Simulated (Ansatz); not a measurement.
Ideal-gas functions of CH5OSi, SMILES `CO[SiH2]` radical at 600 K and 1 bar, from an Ansatz frequency run at PBE0-D4/def2-TZVP.

Molar mass 61.14 g/mol, point group C1 (symmetry number 1), electronic degeneracy 2, moments of inertia 12.451, 86.838, 94.145 u Å². Harmonic wavenumbers (cm⁻¹, unscaled): 83, 162, 227, 712, 751, 793, 905, 1152, 1180, 1212, 1479, 1492, 1497, 2140, 2209, 3019, 3084, 3125.

Use S(trans) = R[1.5 ln M + 2.5 ln T − 1.1517]; rotational temperatures θ = 24.2544 K / I; S(rot) = R[ln(√π/σ · √(T³/θAθBθC)) + 1.5]; for each mode x = 1.438777 ν̃/T, S = R[x/(eˣ − 1) − ln(1 − e⁻ˣ)] and H = RT x/(eˣ − 1); 1 cm⁻¹ = 0.0119627 kJ/mol; R = 8.31446 J/(mol·K).

Task: By hand: the entropy, in J/(mol·K).

Result: Translation 174.7. Rotation: θ = 1.948, 0.2793, 0.2576 K, giving 105.2. Vibration, mode by mode: 21.75, 16.23, 13.47, 4.81, 4.46, 4.12, 3.33, 2.09, 1.98, 1.87, 1.12, 1.09, 1.08, 0.30, 0.26, 0.05, 0.04, 0.04, in all 78.1. Electronic 5.8. Sum 363.8 J/(mol·K).

Task: By hand: H − E and G − E in kJ/mol, counted from the electronic energy.

Result: Zero-point energy ½ × 25222 × 0.0119627 = 150.9; thermal vibration 23.6; translation, rotation and pV give 4 RT = 20.0. H − E = 194.5 kJ/mol, and G − E = 194.5 − 600 × 363.8/1000 = -23.8 kJ/mol.

Vibration gives 21 % of the entropy, 21.8 J/(mol·K) of it from the mode under 150 cm⁻¹: soft modes count most, and the harmonic formula is weakest for them. The sum counts one conformer and one mirror image; others add a mixing term.
